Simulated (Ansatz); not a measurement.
System: fluorite SrCl2. Method: RPBE in Ansatz (plane waves, PAW).

Run with plane-wave cutoff 520 eV, 8×8×8 k mesh, Fermi–Dirac smearing 0.01 eV, scalar-relativistic PAW data made under PBE.

Computed at the level's own relaxed cell.

Question: What does this level give for the lattice constant a, equilibrium volume per atom and smallest direct gap on the k points sampled?

Answer: 
lattice constant a: 7.182 Å
equilibrium volume per atom: 30.87 Å³/atom
smallest direct gap on the k points sampled: 5.63 eV

Measured, for comparison: lattice constant a 6.974 Å, equilibrium volume per atom 28.27 Å³/atom (room temperature, not corrected to a static lattice; as tabulated in Kanchana et al., Calculated structural, elastic and electronic properties of …). Computed (rounded) less measured: lattice constant a +3.0 %, equilibrium volume per atom +9.2 %.

Spin–orbit coupling is not included.

Static lattice: no zero-point or thermal effects.

Cost on a shared machine: around 24 core-seconds (rough).

Ansatz is a first-principles code.
